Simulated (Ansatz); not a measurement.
# C2H5Si+: single points off equilibrium

An exercise on one series of results from a longer session: the logs are not shown, and one member is left open.

Program: Ansatz 0.2.0, Gaussian basis. Level of theory: single points in def2-TZVPP. These are calculated values, not measurements.

Cores are frozen in the correlated methods.

**Where the work starts**

8 atoms, charge 1, spin multiplicity 1.

Atoms are counted from 1 here; the program's logs count them from 0.

Bond lengths: C1–Si2 1.805 Å, C1–H4 0.926 Å, Si2–C3 1.976 Å, C3–H6 0.786 Å, C3–H8 1.114 Å. Angles: Si2–C1–H4 125.5°, C1–Si2–C3 175.0°, Si2–C3–H6 114.0°, Si2–C3–H8 103.1°, H6–C3–H8 125.2°.

As a file:

```xyz
8

C    -1.27660    1.03140   -1.33480
Si   -0.27780    0.14430   -0.12070
C     0.93830   -0.83760    1.08850
H    -1.88230    0.64440   -1.91790
H    -1.08810    2.41670   -1.36940
H     1.29850   -0.38250    1.61780
H     2.05170   -1.26490    0.38250
H     0.36840   -1.76600    1.32100
```

The first run:

Contents of run/in.yaml:

```yaml
crystal:
  periodic: [false, false, false]
  atoms:
    - {symbol: C, position_ang: [-1.276600, 1.031400, -1.334800]}
    - {symbol: Si, position_ang: [-0.277800, 0.144300, -0.120700]}
    - {symbol: C, position_ang: [0.938300, -0.837600, 1.088500]}
    - {symbol: H, position_ang: [-1.882300, 0.644400, -1.917900]}
    - {symbol: H, position_ang: [-1.088100, 2.416700, -1.369400]}
    - {symbol: H, position_ang: [1.298500, -0.382500, 1.617800]}
    - {symbol: H, position_ang: [2.051700, -1.264900, 0.382500]}
    - {symbol: H, position_ang: [0.368400, -1.766000, 1.321000]}
basis:
  gaussian: {orbitals: def2-TZVPP}
total_charge: 1
correlation: {method: ccsd_t}
output: {forces: true}
```

The command line of these runs was not kept.

Among the steps run: CCSD(T)/def2-TZVPP; PBE0-D4/def2-TZVPP; wB97M-V/def2-TZVPP; r2SCAN-D4/def2-TZVPP; PBE-D4/def2-TZVPP; revPBE-D4/def2-TZVPP; LC-wPBE/def2-TZVPP.

One table of the session follows, with a row left open; its other results are not shown here.

| method | RMS force component (eV/Å) | angle to CCSD(T) forces (°) |
| --- | --- | --- |
| CCSD(T) | 8.890 | reference |
| PBE0-D4 | 8.937 | 1.2 |
| wB97M-V | 8.873 | 1.6 |
| r2SCAN-D4 | 8.872 | 1.0 |
| PBE-D4 | 8.871 | 1.0 |
| revPBE-D4 | 8.857 | 1.2 |
| LC-wPBE | ? | ? |

Q: Estimate the row for LC-wPBE from the others.

As computed: RMS force component (eV/Å): 9.035; angle to CCSD(T) forces (°): 2.2. In the column «RMS force component (eV/Å)» it is the highest.
